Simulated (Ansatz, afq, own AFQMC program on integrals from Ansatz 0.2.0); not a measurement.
## Where AFQMC and coupled cluster stand for BGeH6, doublet

```csv
atom,x (Å),y (Å),z (Å)
B,-2.6135,0.0000,0.0000
H,-3.2102,1.0336,0.0000
H,-3.2102,-1.0336,0.0000
H,-1.2225,0.0000,0.0000
Ge,0.4565,0.0000,0.0000
H,0.9252,-1.4659,0.0000
H,0.9252,0.7330,-1.2695
H,0.9252,0.7330,1.2695
```

Basis cc-pVDZ. Only valence electrons are correlated. Ansatz 0.2.0 and our own AFQMC program on the same integrals; the CISD trial comes from CCSD amplitudes, and released means the phaseless constraint is let go. Error bars are statistical, one sigma. No spin–orbit coupling.

Determinant: UHF, the one that the program's search chose, which needn't be the lowest solution. The geometry is a point of a scan.

No full CI on the walks' own integrals is used here; CCSDT(Q) serves as the reference and is uncertain by about the last step of the cluster series.

Cautions: no relativity below Rb; no spin-orbit coupling; inner d shell frozen.

The T1 diagnostic is 0.0116. The weight of the determinant in the CISD state is 0.874, the ⟨S²⟩ of the determinant is 0.769 and the size of the correlated space is 13 electrons in 56 orbitals.

```csv
level,correlation energy (eV)
MP2,-5.3014
CCSD,-6.6577
CCSD(T),-6.7924
```

Task: Estimate where phaseless AFQMC with a CISD trial lies against CCSD(T) on the same integrals.

Result: 0.69 ± 0.06 kcal/mol below CCSD(T).

Reference: CCSDT(Q), correlation energy -6.828 eV. The released energy is read at 2.40 1/Eh (meV from the phaseless value at times in 1/Eh: 1.0 ± 2.2 at 0.24, -0.3 ± 1.7 at 0.51, -1.9 ± 2.1 at 0.99, -4.5 ± 1.9 at 1.62, -6 ± 3 at 2.40).

```tsv
level	E − E(reference) (kcal/mol)	share of correlation (%)
CCSD(T)	0.81	99.49
CCSDT	0.10	99.94
ph-AFQMC/CISD	0.13 ± 0.06	99.92
released AFQMC	0.00 ± 0.07	100.00
```

A walk keeps the symmetry of its determinant, which the program's search chose and which needn't be the lowest solution, so a lower state of the same spin and another symmetry isn't excluded. Released energies are given only where the last usable release times agree within the noise; a slower fall can still hide under it.
